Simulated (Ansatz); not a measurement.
bcc Nb was calculated with B3LYP (VWN-RPA form) (PAW; Ansatz, a first-principles code).

Run with plane-wave cutoff 460 eV, 14×14×14 k mesh, Fermi–Dirac smearing 0.05 eV, no spin polarisation, scalar-relativistic PAW data made under PBE.

Cell (relaxed at this level):

```cif
data_Nb
_chemical_formula_sum 'Nb1'
_space_group_name_H-M_alt 'P 1'
_space_group_IT_number 1
_cell_length_a 2.88639
_cell_length_b 2.88639
_cell_length_c 2.88639
_cell_angle_alpha 109.471
_cell_angle_beta 109.471
_cell_angle_gamma 109.471
loop_
_space_group_symop_operation_xyz
  'x, y, z'
loop_
_atom_site_label
_atom_site_type_symbol
_atom_site_fract_x
_atom_site_fract_y
_atom_site_fract_z
_atom_site_occupancy
Nb1 Nb 0.00000 0.00000 0.00000 1
```

Q: Give the computed bulk modulus.

A: 
bulk modulus: 158 GPa

Measured, for comparison: bulk modulus 173 GPa (0 K value with the zero-point phonon effect removed; as tabulated in Mejia-Rodriguez and Trickey (2018), arXiv:1807.09216). Computed (rounded) less measured: bulk modulus -9 %.
